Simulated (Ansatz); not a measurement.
I need the energy of protonation at one site of H2O, SMILES O. Use the Ansatz DFT code, driven from Python. Settings (for the species named): MP2, def2-SVP basis, multiplicity 1.

| atom | x (Å) | y (Å) | z (Å) |
| --- | --- | --- | --- |
| O | -0.2948 | 0.1950 | -0.1369 |
| H | 0.4671 | 0.5603 | 0.3170 |
| H | -0.1723 | -0.7553 | -0.1801 |

`run_pa.py`
```python
"""Proton affinity of H2O at one site."""

import ansatz as az
import numpy as np

system = (
    az.Crystal.molecule()
    .atom("O", (-0.29484, 0.19504, -0.13692))
    .atom("H", (0.46712, 0.56029, 0.31698))
    .atom("H", (-0.17228, -0.75533, -0.18006))
)

calc = system.calculation().basis(gaussian="def2-SVP").correlation("MP2")
symbols = [site.symbol for site in system.cartesian_sites]
start = np.array([site.position_ang for site in system.cartesian_sites], dtype=float)
data = calc.relax(force_tolerance=0.01).run().report
end = np.array(data["positions_ang"])

# start the new hydrogen opposite the existing bonds
away = sum((end[0] - end[j]) / np.linalg.norm(end[0] - end[j]) for j in [1, 2]) + np.array([0.15, 0.1, -0.2])
proton = end[0] + 1.0 * away / np.linalg.norm(away)
acid = az.Crystal.molecule()
for symbol, place in zip(symbols, end):
    acid = acid.atom(symbol, place.tolist())
acid = acid.atom("H", proton.tolist())
protonated = (
    acid.calculation()
    .basis(gaussian="def2-SVP")  # the orbital basis, by name
    .correlation("MP2")  # correlation on top of the mean field
    .charge(1)  # electrons removed from the neutral system
    .relax(force_tolerance=0.01, max_steps=80)  # relax until the tolerances are met
)
after = protonated.run().report
xyz = np.array(after["positions_ang"])
reach = np.linalg.norm(xyz[:-1] - xyz[-1], axis=1)
print(f"base {data['free_energy_ev']:.5f} eV, protonated {after['free_energy_ev']:.5f} eV")
print(f"the proton ends {reach.min():.3f} A from {symbols[reach.argmin()]}{reach.argmin()}")
print(f"electronic proton affinity {96.485332 * (data['free_energy_ev'] - after['free_energy_ev']):.1f} kJ/mol")
```

Running `python run_pa.py` prints:
```text
base -2072.48039 eV, protonated -2080.28706 eV
the proton ends 0.983 A from O0
electronic proton affinity 753.2 kJ/mol
```

Reading the output:
- Total energies depend on the basis set; only differences at equal settings carry meaning.
- The proton is put on one chosen atom, which needn't be the most basic site, so the molecule's proton affinity can be higher; the ends are stationary points, not checked by frequencies, and zero-point and thermal terms count only where printed.
- Hardware and time: 2 s on 1 thread of Arm Neoverse V1, with other jobs on the host, peak memory 0.15 GiB.

(A comment or docstring line of the script was reworded after the run, the code is as it ran.)
